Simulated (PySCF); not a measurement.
This PySCF input asks for the spin–spin couplings of carbonate ion (O=C([O-])[O-], [CO$_{3}$]2-); the geometry comes from PBE0-D3(BJ)/def2-SVP.

```python
import basis_set_exchange as bse
import numpy as np
from pyscf import gto, dft
from pyscf.data import nist
from pyscf.prop import ssc

atoms = """
O    -0.373718    1.130754    0.406648
C     0.040585   -0.043426    0.032500
O     1.072867   -0.583013    0.610253
O    -0.576940   -0.678109   -0.919577
"""
names = dict.fromkeys(["O", "C"], "pcJ-1")
basis = {el: gto.basis.parse(bse.get_basis(n, elements=[el], fmt="nwchem")) for el, n in names.items()}
mol = gto.M(atom=atoms, basis=basis, charge=-2, verbose=0)
mf = dft.RKS(mol, xc="B3LYP")
mf.grids.level = 2
mf.grids.alignment = dft.numint.BLKSIZE   # the property module wants whole blocks of grid points
mf.conv_tol = 1e-9
mf.kernel()

sc = ssc.RKS(mf)
sc.with_fcsd = True   # Fermi contact and spin-dipole together
sc.max_cycle_cphf = 60
g = {"C": 1.4048236, "O": -0.757516}   # nuclear g factors of 13C, 17O
sc.nuc_pair = [(i, j) for i in range(mol.natm) for j in range(i + 1, mol.natm)
               if mol.atom_pure_symbol(i) in g and mol.atom_pure_symbol(j) in g]
K = sc.kernel()
unit = nist.HARTREE2J / nist.PLANCK * (0.5 * nist.E_MASS / nist.PROTON_MASS) ** 2
for (i, j), k in zip(sc.nuc_pair, K):
    a, b = mol.atom_pure_symbol(i), mol.atom_pure_symbol(j)
    J = unit * g[a] * g[b] * np.trace(k) / 3
    if abs(J) >= 1:
        print("%s%d %s%d %8.1f Hz" % (a, i, b, j, J))
```

Question: Give the expected output.

Answer: 
```
O0 C1     29.8 Hz
O0 O2     -2.1 Hz
O0 O3     -2.1 Hz
C1 O2     29.8 Hz
C1 O3     29.8 Hz
O2 O3     -2.1 Hz
```

These numbers come from an equivalent density-fitted implementation of the same equations, which agrees with the script to about 0.1 Hz, so last digits may differ.

Size and cost of the density-fitted run: 108 basis functions, 3.6 s wall time on 1 thread of an Arm Neoverse V1, shared host; peak memory 0.38 GiB.
